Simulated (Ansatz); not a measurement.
A run of Ansatz (development build ahead of 0.2.0) on singlet NH₃ at this shape:

```xyz
4

N     0.0000    0.0000    0.1108
H     0.0000    0.9213   -0.2699
H     0.7978   -0.4606   -0.2699
H    -0.7978   -0.4606   -0.2699
```

Its results:

```
Converged                                                          : yes
Reference energy                                                   : -56.21815 hartree
Correlation energy                                                 : -0.25435 hartree
Total energy                                                       : -56.47250 hartree
Spin squared of the determinant                                    : 0.000
Stability test                                                     : minimum among restricted orbitals
T1 diagnostic                                                      : 0.006
Occupied orbitals by symmetry in an Abelian subgroup (alpha; beta) : 4 A' 1 A''; 4 A' 1 A''
```

(1) Which input gives this output? Name the method, the orbitals and the basis set, and write the input.

Results:

(1) RHF-CCSD(T) in cc-pVTZ. An unrestricted run that stays on the closed shell gives the same numbers.

```yaml
crystal:
  periodic: [false, false, false]
  atoms:
    - { symbol: "N", position_ang: [0.0, 0.0, 0.11076] }
    - { symbol: H, position_ang: [0.0, 0.92125, -0.2699] }
    - { symbol: H, position_ang: [0.79782, -0.46062, -0.2699] }
    - { symbol: H, position_ang: [-0.79782, -0.46062, -0.2699] }
basis:
  gaussian: { orbitals: cc-pVTZ }
hamiltonian:
  xc: hf
correlation:
  method: ccsd_t
  frozen_orbitals: { H: 0, "N": 1 }
```
